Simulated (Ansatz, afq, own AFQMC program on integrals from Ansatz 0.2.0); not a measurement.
**AlBH₂, triplet in cc-pVDZ, levels against CCSDT(Q)**

```yaml
atoms:
  - { symbol: B, position_ang: [0.0000, 0.0000, 1.5511] }
  - { symbol: Al, position_ang: [0.0000, 0.0000, -0.5282] }
  - { symbol: H, position_ang: [0.0000, -1.4113, -1.2487] }
  - { symbol: H, position_ang: [0.0000, 1.4113, -1.2487] }
```

Connectivity, by distances: B–AlH2.

Basis cc-pVDZ. Only valence electrons are correlated. Integrals, coupled cluster, full CI and functionals: Ansatz 0.2.0; the random walks run on the same integrals in our own AFQMC program. The CISD trial takes its coefficients from CCSD amplitudes. Released means that phaseless walkers are propagated on without the constraint, phases kept. Uncertainties: one standard error, sampling alone.

Determinant: UHF, the one that the program's search chose, which needn't be the lowest solution. The geometry is a point of a scan.

No full CI on the walks' own integrals is used here; CCSDT(Q) serves as the reference and is uncertain by about the last step of the cluster series.

Cautions: lower spins were not checked; the ph-AFQMC/CISD walk drifts between its halves (2.3 errors).

```
T1 diagnostic                               : 0.0279
weight of the determinant in the CISD state : 0.891
⟨S²⟩ of the determinant                     : 2.005
size of the correlated space                : 8 electrons in 36 orbitals
```

```
  level  correlation energy (eV)
    MP2                  -2.7561
   CCSD                  -3.7163
CCSD(T)                  -3.8072
```

Task: Estimate where phaseless AFQMC with the Hartree–Fock trial lies against CCSD(T) on the same integrals.

Result: 0.19 ± 1.32 mEh below CCSD(T). The gap is under twice the noise, so this walk alone can't tell the two apart.

Reference: CCSDT(Q), correlation energy -3.846 eV. The released energy is read at 2.40 1/Eh (meV from the phaseless value at times in 1/Eh: 5 ± 10 at 0.24, 8 ± 9 at 0.51, 4 ± 9 at 0.99, 10 ± 10 at 1.62, -5 ± 13 at 2.40).

| level | E − E(reference) (mEh) | share of correlation (%) |
| --- | --- | --- |
| CCSD(T) | 1.41 | 99.00 |
| CCSDT | 0.15 | 99.89 |
| ph-AFQMC/HF | 1.23 ± 1.32 | 99.13 |
| ph-AFQMC/CISD | -0.04 ± 0.34 | 100.03 |
| released AFQMC | -0.21 ± 0.47 | 100.15 |

A walk keeps the symmetry of its determinant, which the program's search chose and which needn't be the lowest solution, so a lower state of the same spin and another symmetry isn't excluded. Released energies are given only where the last usable release times agree within the noise; a slower fall can still hide under it.
